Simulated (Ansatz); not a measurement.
C₃H₈O₂ (`OCCCO`), charge 0, multiplicity 1.

Question: Give a relaxed structure at PBE0-D4/def2-TZVP (the Gaussian-basis code of Ansatz). (Estimate.)

Answer: The calculation gave: 
Z-matrix (Å, degrees):
```
C
C 1 1.517
O 1 1.414 2 113.3
H 1 1.094 2 110.0 3 117.8
H 1 1.098 2 109.9 3 -124.7
C 2 1.517 1 113.0 3 -62.7
H 2 1.099 1 109.2 3 59.6
H 2 1.095 1 109.3 3 175.6
H 3 0.961 1 108.2 2 -65.5
O 6 1.413 2 112.8 1 -178.4
H 6 1.094 2 109.6 1 -60.9
H 6 1.097 2 110.0 1 56.5
H 10 0.960 6 108.3 2 -65.7
```
This is one stationary point; other conformers may exist.
